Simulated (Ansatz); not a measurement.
**AlH₃+ (doublet): wave-function methods side by side at distance Al1–H3 = 1.411 Å, cc-pVDZ**

Aim: climb from Hartree-Fock through coupled cluster and multireference methods for AlH₃+ (doublet) at one geometry and basis, and see what each rung misses.

The runs use Ansatz 0.2.0, Gaussian basis; cc-pVDZ, core rule «outside noble gas», up to 5 orbitals frozen.

To be run: UHF; CCSD(T) on ROHF; CCSD(T) on UHF; BCCD(T) on ROHF; CISD; CCSDT(Q) on ROHF; CCSDT(Q) on UHF; CASSCF and MRCISD+Q, 3 electrons in 3 orbitals; CASSCF and NEVPT2, 3 electrons in 3 orbitals; Full CI.

39 further runs of the same task are left out: 20 for a known fault of the program, 14 that didn't finish, 5 set aside as unsound or not needed.

### Step 1. The system

The geometry derives from a PBE0/def2-TZVP stationary point (not a proven minimum). One bond is set to the value named and the two fragments are kept rigid.

4 atoms, charge 1, spin multiplicity 2.

Atoms are counted from 1 here; the program's logs count them from 0.

Bond lengths: Al1–H2 1.560 Å, Al1–H3 1.411 Å. Angles: H2–Al1–H3 167.6°.

### Step 2. UHF

Contents of in.yaml:

```yaml
crystal:
  periodic: [false, false, false]
  atoms:
    - {symbol: Al, position_ang: [0.000000, 0.057687, 0.004988]}
    - {symbol: H, position_ang: [0.000000, 0.226729, -1.546210]}
    - {symbol: H, position_ang: [0.000000, 0.210546, 1.407684]}
    - {symbol: H, position_ang: [0.000000, -1.981485, 0.004988]}
basis:
  gaussian: {orbitals: cc-pVDZ}
total_charge: 1
magnetization: {spin_polarized: true, initial_magnetization: 1}
hamiltonian: {xc: hf}
output: {orbitals: {seedname: orbitals}}
```

Run with:

```
$ ansatz run in.yaml --threads 1 --pin off --events-out ev --progress --plain --max-ram 2393MiB
```

After this run come: CCSD(T) on ROHF; CCSD(T) on UHF; BCCD(T) on ROHF; CISD; CCSDT(Q) on ROHF; CCSDT(Q) on UHF; CASSCF and MRCISD+Q, 3 electrons in 3 orbitals; CASSCF and NEVPT2, 3 electrons in 3 orbitals; Full CI.

Q: Predict the results of all the runs planned. Wanted: FCI below the RHF energy; RMP2 from FCI; UMP2 from FCI; RCCSD from FCI; RCCSD(T) from FCI; UCCSD(T) from FCI; RCCSDT(Q) from FCI; UCCSDT(Q) from FCI; NEVPT2 pair from FCI.

**Answer**, as computed:

```
                         quantity                                                                                           value
         FCI below the RHF energy                                                                                      -1.9666 eV
                    RMP2 from FCI                                                                                 +12.17 kcal/mol
                    UMP2 from FCI                                                                                 +12.05 kcal/mol
                   RCCSD from FCI                                                                                  +0.67 kcal/mol
                RCCSD(T) from FCI                                                                                  +0.22 kcal/mol
                UCCSD(T) from FCI                                                                                  +0.21 kcal/mol
               RCCSDT(Q) from FCI                                                                                  +0.01 kcal/mol
               UCCSDT(Q) from FCI                                                                                   0.00 kcal/mol
             NEVPT2 pair from FCI                                                                                 +11.47 kcal/mol
           MRCISD+Q pair from FCI                                                                                  -0.31 kcal/mol
levels within 1 kcal/mol (43 meV)  RCCSD, UCCSD, RCCSD(T), UCCSD(T), BCCD(T), RCCSDT, UCCSDT, RCCSDT(Q), UCCSDT(Q), MRCISD+Q pair
                    T1 diagnostic                                                                                           0.019
   effectively unpaired electrons                                                                                            1.02
```

**Reading.** RCCSD(T) lands +0.22 kcal/mol from the yardstick (0.5 % of the correlation energy). MRCISD+Q pair falls below full CI: the +Q correction isn't variational, and the cores differ from full CI's. One determinant dominates. Of the multireference levels listed MRCISD+Q pair comes nearest in total energy (-0.31 kcal/mol), which doesn't show that its space is the better one. These misses are within one basis, not against nature; the frozen cores of restricted and unrestricted runs differ, which can shift their rows.
